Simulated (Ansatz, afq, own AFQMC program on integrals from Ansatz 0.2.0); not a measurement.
Where AFQMC and coupled cluster stand for GeH₂, singlet

```xyz
3

Ge    0.0000   -0.0307    0.0000
H     0.0000    1.1080   -1.1584
H     0.0000    1.1080    1.1584
```

Basis aug-cc-pVDZ. Only valence electrons are correlated. Ansatz 0.2.0 and our own AFQMC program on the same integrals; the CISD trial comes from CCSD amplitudes, and released means the phaseless constraint is let go. Free projection: walkers drawn from exp(T), propagated without any constraint. Its projection time is finite, and what remains of the start isn't in its error. Error bars are statistical, one sigma. No spin–orbit coupling.

Determinant: UHF, the one that the program's search chose, which needn't be the lowest solution. The geometry is a PBE0/def2-TZVPD stationary point of this or a neighbouring charge and spin state.

No full CI on the walks' own integrals is used here; CCSDT(Q) serves as the reference and is uncertain by about the last step of the cluster series.

Cautions: no relativity below Rb; no spin-orbit coupling; inner d shell frozen; an unrestricted solution with more broken spin lies lower (27 meV, ⟨S²⟩ 0.23), while this determinant keeps restricted orbitals.

```
T1 diagnostic                               : 0.0134
weight of the determinant in the CISD state : 0.911
⟨S²⟩ of the determinant                     : 0.000
size of the correlated space                : 6 electrons in 40 orbitals
```

```json
{"level": "MP2", "correlation energy (eV)": "-2.4017"}
{"level": "CCSD", "correlation energy (eV)": "-3.1416"}
{"level": "CCSD(T)", "correlation energy (eV)": "-3.2090"}
```

Estimate where AFQMC with the constraint released lies against CCSD(T) on the same integrals.

0.44 ± 0.09 kcal/mol below CCSD(T).

Reference: CCSDT(Q), correlation energy -3.228 eV. The released energy is read at 2.40 1/Eh (meV from the phaseless value at times in 1/Eh: -7 ± 5 at 0.24, -13 ± 4 at 0.51, -18 ± 5 at 0.99, -26 ± 5 at 1.62, -23 ± 4 at 2.40).

```json
{"level": "CCSD(T)", "E − E(reference) (kcal/mol)": "0.45", "share of correlation (%)": "99.40"}
{"level": "CCSDT", "E − E(reference) (kcal/mol)": "0.06", "share of correlation (%)": "99.92"}
{"level": "ph-AFQMC/HF", "E − E(reference) (kcal/mol)": "0.02 ± 0.63", "share of correlation (%)": "99.97"}
{"level": "ph-AFQMC/CISD", "E − E(reference) (kcal/mol)": "0.55 ± 0.10", "share of correlation (%)": "99.26"}
{"level": "released AFQMC", "E − E(reference) (kcal/mol)": "0.01 ± 0.09", "share of correlation (%)": "99.98"}
{"level": "free AFQMC", "E − E(reference) (kcal/mol)": "-0.13 ± 0.15", "share of correlation (%)": "100.18"}
```

Free projections are given only where their last times agree within the noise and don't stop above the reference; a slow remainder of the start can still hide under it. A walk keeps the symmetry of its determinant, which the program's search chose and which needn't be the lowest solution, so a lower state of the same spin and another symmetry isn't excluded. Released energies are given only where the last usable release times agree within the noise; a slower fall can still hide under it.
